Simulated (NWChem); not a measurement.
# N2H (dinitrogen monohydride): UCCSD[T]/6-311G, part 2 of 2

NWChem 7.3.0. The steps go on from the part before.

### 3 The quartet at the same level

m1.nw

```
start m1
title "HN2"
memory stack 880 mb heap 220 mb global 1100 mb

geometry units bohr noautosym nocenter noautoz
  N   1.35155102 -1.21025620  0.61457673
  N  -0.45950580 -0.35031743 -0.28863677
  H  -0.89202632  1.56057363 -0.32593996
end

basis spherical
  N library 6-311G
  H library 6-311G
end

scf
  quartet
  uhf
  thresh 1e-07
  maxiter 80
  direct
end

tce
  scf
  ccsd[t]
  freeze core 2
  maxiter 100
end

task tce energy
```

The run is started by

```console
$ nwchem m1.nw > m1.out
```

The log of the run:

```text
Northwest Computational Chemistry Package (NWChem) 7.3.0
             --------------------------------------------------------

           Job information
           ---------------

    nwchem branch   = 7.3.0
    use scalapack   = T
    input           = m1.nw
    prefix          = m1.
    data base       = ./m1.db
    status          = startup
    nproc           =        1

           Memory information
           ------------------

    heap     =     28835836 doubles =      220.0 Mbytes
    stack    =    115343361 doubles =      880.0 Mbytes
    global   =    144179200 doubles =     1100.0 Mbytes (distinct from heap & stack)
    total    =    288358397 doubles =     2200.0 Mbytes
    verify   = yes
    hardfail = no

           Directory information
           ---------------------

  0 permanent = .
  0 scratch   = .

                                NWChem Input Module
                                -------------------

                                        HN2
                                        ---

                             Geometry "geometry" -> ""
                             -------------------------

 Output coordinates in a.u. (scale by  1.000000000 to convert to a.u.)

  No.       Tag          Charge          X              Y              Z
 ---- ---------------- ---------- -------------- -------------- --------------
    1 N                    7.0000     1.35155102    -1.21025620     0.61457673
    2 N                    7.0000    -0.45950580    -0.35031743    -0.28863677
    3 H                    1.0000    -0.89202632     1.56057363    -0.32593996

      Atomic Mass
      -----------

      N                 14.003070
      H                  1.007825

 Effective nuclear repulsion energy (a.u.)      27.7543701235

            Nuclear Dipole moment (a.u.)
            ----------------------------
        X                 Y               Z
 ---------------- ---------------- ----------------
     5.3522902200    -9.3634417800     1.9556397600

            XYZ format geometry
            -------------------
     3
 geometry
 N                     0.71521005    -0.64044005     0.32522002
 N                    -0.24316002    -0.18538001    -0.15274001
 H                    -0.47204003     0.82582006    -0.17248001

 ==============================================================================
                                internuclear distances
 ------------------------------------------------------------------------------
       center one      |      center two      | atomic units |       a.u.
 ------------------------------------------------------------------------------
    2 N                |   1 N                |     2.19891  |     2.19891
    3 H                |   2 N                |     1.95958  |     1.95958
 ------------------------------------------------------------------------------
                         number of included internuclear distances:          2
 ==============================================================================

 ==============================================================================
                                 internuclear angles
 ------------------------------------------------------------------------------
        center 1       |       center 2       |       center 3       |  degrees
 ------------------------------------------------------------------------------
    1 N                |   2 N                |   3 H                |   124.82
 ------------------------------------------------------------------------------
                            number of included internuclear angles:          1
 ==============================================================================

                      Basis "ao basis" -> "" (spherical)
                      -----
  [basis functions not shown]

 Summary of "ao basis" -> "" (spherical)
 ------------------------------------------------------------------------------
       Tag                 Description            Shells   Functions and Types
 ---------------- ------------------------------  ------  ---------------------
 N                           6-311G                  7       13   4s3p
 H                           6-311G                  3        3   3s

                                 NWChem SCF Module
                                 -----------------

                                        HN2

  ao basis        = "ao basis"
  functions       =    29
  atoms           =     3
  alpha electrons =     9
  beta  electrons =     6
  charge          =   0.00
  wavefunction    = UHF
  input vectors   = atomic
  output vectors  = ./m1.movecs
  use symmetry    = F
  symmetry adapt  = F

 Summary of "ao basis" -> "ao basis" (spherical)
 ------------------------------------------------------------------------------
       Tag                 Description            Shells   Functions and Types
 ---------------- ------------------------------  ------  ---------------------
 N                           6-311G                  7       13   4s3p
 H                           6-311G                  3        3   3s

 Forming initial guess at       0.0s

      Superposition of Atomic Density Guess
      -------------------------------------

 Sum of atomic energies:        -109.11316904

      Non-variational initial energy
      ------------------------------

 Total energy =    -109.695202
 1-e energy   =    -202.689881
 2-e energy   =      65.240309
 HOMO         =      -0.096161
 LUMO         =      -0.018065

 Starting SCF solution at       0.0s

 ----------------------------------------------
         Quadratically convergent UHF

 Convergence threshold     :          1.000E-07
[... 8 lines left out ...]
  ga_iter_lsolve: convergence stagnant ... aborting solve
[... 9 lines left out ...]
       Final UHF  results
[... 2 lines left out ...]
         Total SCF energy =   -109.217226710703
      One electron energy =   -202.955332243344
      Two electron energy =     65.983735409183
 Nuclear repulsion energy =     27.754370123458
[... 7 lines left out ...]
          Final alpha eigenvalues
[... 23 lines left out ...]
          Final beta eigenvalues
[... 23 lines left out ...]
                    UHF Final Alpha Molecular Orbital Analysis
[... 142 lines left out ...]
                     UHF Final Beta Molecular Orbital Analysis
[... 198 lines left out ...]
     1   1 0 0     -0.702936     -3.730876     -2.324350      5.352290
[... 8 lines of this table left out ...]
     2   0 0 2     -9.339120     -7.838225     -4.834241      3.333347

                   NWChem Extensible Many-Electron Theory Module
                   ---------------------------------------------

              ======================================================
                   This portion of the program was automatically
                  generated by a Tensor Contraction Engine (TCE).
                  The development of this portion of the program
                 and TCE was supported by US Department of Energy,
                Office of Science, Office of Basic Energy Science.
                      TCE is a product of Battelle and PNNL.
              ======================================================

                                        HN2

            General Information
            -------------------
      Number of processors :     1
         Wavefunction type : Unrestricted Hartree-Fock
          No. of electrons :    15
           Alpha electrons :     9
            Beta electrons :     6
           No. of orbitals :    58
            Alpha orbitals :    29
             Beta orbitals :    29
        Alpha frozen cores :     2
         Beta frozen cores :     2
     Alpha frozen virtuals :     0
      Beta frozen virtuals :     0
         Spin multiplicity : quartet
    Number of AO functions :    29
       Number of AO shells :    17
        Use of symmetry is : off
      Symmetry adaption is : off
         Schwarz screening : 0.10D-09

          Correlation Information
          -----------------------
          Calculation type : Coupled-cluster singles & doubles w/ perturbation
   Perturbative correction : [T] or +T(CCSD)
            Max iterations :      100
        Residual threshold : 0.10D-06
     T(0) DIIS level shift : 0.00D+00
     L(0) DIIS level shift : 0.00D+00
     T(1) DIIS level shift : 0.00D+00
     L(1) DIIS level shift : 0.00D+00
     T(R) DIIS level shift : 0.00D+00
     T(I) DIIS level shift : 0.00D+00
   CC-T/L Amplitude update :  5-th order DIIS
                I/O scheme : Global Array Library
        L-threshold :  0.10D-06
        EOM-threshold :  0.10D-06
 no EOMCCSD initial starts read in
 TCE RESTART OPTIONS
 READ_INT:   F
 WRITE_INT:  F
 READ_TA:    F
 WRITE_TA:   F
 READ_XA:    F
 WRITE_XA:   F
 READ_IN3:   F
 WRITE_IN3:  F
 SLICE:      F
 D4D5:       F
 quantumc:   F
 qrotation:  F
 pwtce:      F
 qducc:      F
 nacto:                         0
 nrotv:                         0
 nrot:                          0

            Memory Information
            ------------------
          Available GA space size is     144177518 doubles
          Available MA space size is     144177460 doubles

 Maximum block size        24 doubles

 tile_dim =     23

 Block   Spin    Irrep     Size     Offset   Alpha
 -------------------------------------------------
   1    alpha     a      7 doubles       0       1
   2    beta      a      4 doubles       7       2
   3    alpha     a     20 doubles      11       3
   4    beta      a     23 doubles      31       4

 Global array virtual files algorithm will be used

 Parallel file system coherency ......... OK

 Fock matrix recomputed
 1-e file size   =             1458
 1-e file name   = ./m1.f1

 tce_ao2e: fast2e=1
 half-transformed integrals in memory

 2-e (intermediate) file size =         1644155
 2-e (intermediate) file name = ./m1.v2i

 tce_mo2e: fast2e=1
 2-e integrals stored in memory

 2-e file size   =          1284131
 2-e file name   = ./m1.v2
 T1-number-of-tasks                    2

 t1 file size   =              232
 t1 file name   = ./m1.t1
 t1 file handle =       -998
 T2-number-of-boxes                    3

 t2 file size   =            40944
 t2 file name   = ./m1.t2
 t2 file handle =       -995
CCSD iterations
 ---------------------------------------------------------
 Iter          Residuum       Correlation     Cpu    Wall
 ---------------------------------------------------------
NEW TASK SCHEDULING
CCSD_T1_NTS --- OK
CCSD_T2_NTS --- OK
    1   0.1104076626135  -0.1500517851063     0.0     0.0
    2   0.0421838865607  -0.1636625714598     0.0     0.0
    3   0.0229411558826  -0.1679293696231     0.0     0.0
    4   0.0157156504477  -0.1699008758746     0.0     0.0
    5   0.0126420775000  -0.1709932619154     0.0     0.0
 MICROCYCLE DIIS UPDATE:                    5                    5
    6   0.0086974747623  -0.1743039506642     0.0     0.0
    7   0.0065654028298  -0.1743446095744     0.0     0.0
    8   0.0057638812922  -0.1744227253131     0.0     0.0
    9   0.0051768819294  -0.1745206936885     0.0     0.0
   10   0.0047376443812  -0.1746258384388     0.0     0.0
 MICROCYCLE DIIS UPDATE:                   10                    5
   11   0.0018192699757  -0.1761197977103     0.0     0.0
   12   0.0008199644706  -0.1762317424040     0.0     0.0
   13   0.0004905769005  -0.1762674349520     0.0     0.0
   14   0.0003303845946  -0.1762883516054     0.0     0.0
   15   0.0002357063398  -0.1763017388407     0.0     0.0
 MICROCYCLE DIIS UPDATE:                   15                    5
   16   0.0000884798284  -0.1763334214832     0.0     0.0
   17   0.0000693488852  -0.1763350450479     0.0     0.0
   18   0.0000638168752  -0.1763367257727     0.0     0.0
   19   0.0000579273864  -0.1763384344413     0.0     0.0
   20   0.0000531979666  -0.1763400213758     0.0     0.0
 MICROCYCLE DIIS UPDATE:                   20                    5
   21   0.0000112131751  -0.1763577287593     0.0     0.0
   22   0.0000066934063  -0.1763582819645     0.0     0.0
   23   0.0000044345007  -0.1763585421433     0.0     0.0
   24   0.0000031058168  -0.1763587279124     0.0     0.0
   25   0.0000022828249  -0.1763588580349     0.0     0.0
 MICROCYCLE DIIS UPDATE:                   25                    5
   26   0.0000010550501  -0.1763592063615     0.0     0.0
   27   0.0000008265137  -0.1763592267248     0.0     0.0
   28   0.0000007590937  -0.1763592429413     0.0     0.0
   29   0.0000006868309  -0.1763592610210     0.0     0.0
   30   0.0000006296587  -0.1763592784668     0.0     0.0
 MICROCYCLE DIIS UPDATE:                   30                    5
   31   0.0000001362033  -0.1763594848347     0.0     0.0
   32   0.0000000705718  -0.1763594913418     0.0     0.0
 -----------------------------------------------------------------
 Iterations converged
 CCSD correlation energy / hartree =        -0.176359491341844
 CCSD total energy / hartree       =      -109.393586202045000

 Singles contributions
     7a   (beta ) ---     5a   (beta )        0.3719252115

 Doubles contributions
 CCSD(T)
 Using plain CCSD(T) code
             total no. of tasks            4
 total no. of tasks / no. procs            4
                         wl_min       778688           9.6
                         wl_max      2744000          11.8
        thresh for no. of tasks            4

 CCSD[T]  correction energy / hartree =        -0.006976887523757
 CCSD[T] correlation energy / hartree =        -0.183336378865602
 CCSD[T] total energy / hartree       =      -109.400563089568763
 CCSD(T)  correction energy / hartree =        -0.004717281419110
 CCSD(T) correlation energy / hartree =        -0.181076772760954
 CCSD(T) total energy / hartree       =      -109.398303483464105

 Task  times  cpu:        1.7s     wall:        1.7s
 Total times  cpu:        1.7s     wall:        1.7s
```

Wall time 2.2 s (1 thread of AMD EPYC 9R45 (Zen 5), shared host); peak memory 0.15 GiB.

### 4 Results

This closing draws on all 2 parts.

At UCCSD[T]/6-311G, 2 core orbitals frozen:

```
                                                           quantity          value
                                              doublet: total energy  -109.62788 Eh
doublet: HOMO energy (Hartree–Fock orbitals) (highest over α and β)      -10.37 eV
 doublet: LUMO energy (Hartree–Fock orbitals) (lowest over α and β)        3.49 eV
               doublet: correlation energy (2 core orbitals frozen)     -240.0 mEh
                         doublet: ⟨S²⟩ of the reference determinant          0.883
                                              quartet: total energy  -109.40056 Eh
quartet: HOMO energy (Hartree–Fock orbitals) (highest over α and β)       -9.42 eV
 quartet: LUMO energy (Hartree–Fock orbitals) (lowest over α and β)       -0.75 eV
               quartet: correlation energy (2 core orbitals frozen)     -183.3 mEh
                         quartet: ⟨S²⟩ of the reference determinant          3.767
                   vertical energy of the quartet above the doublet       6.186 eV
```

What this shows: At this shape the quartet lies 6.19 eV (143 kcal/mol) above the doublet. ⟨S²⟩ (doublet) is 0.88 where a pure doublet has 0.75: the reference is spin-contaminated.
